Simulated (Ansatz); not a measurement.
hcp Y

Level of theory: PBE-D4 (PAW; Ansatz, a quantum-chemistry and plane-wave program).

Settings: plane-wave cutoff 500 eV, 24×24×14 k mesh (along the axes of the cell as run), Fermi–Dirac smearing 0.1 eV, scalar-relativistic PAW data made under PBE.

Cell (relaxed at this level):

Space group P6₃/mmc (No. 194); a = b = 3.6174 Å, c = 5.6490 Å, α = β = 90.00°, γ = 120.00°

```csv
atom,site,symmetry,x,y,z
Y,2c,-6m2,0.3333,0.6667,0.2500
```

```
Property                             Value
---------------------------  -------------
equilibrium volume per atom  32.01 Å³/atom
lattice constant a                 3.617 Å
c axis length                      5.649 Å
```

Measured, for comparison: lattice constant a 3.648 Å, lattice parameter c 5.732 Å (293 K, not corrected to a static lattice; as tabulated in Wikipedia's data pages). Computed (rounded) less measured: lattice constant a -0.8 %, lattice parameter c -1.4 %. A static lattice is as a rule a little smaller and stiffer than an uncorrected measurement, which can account for part of this.

Computed values are for the static lattice.

The result took about 2.3 core-minutes (a rough figure).
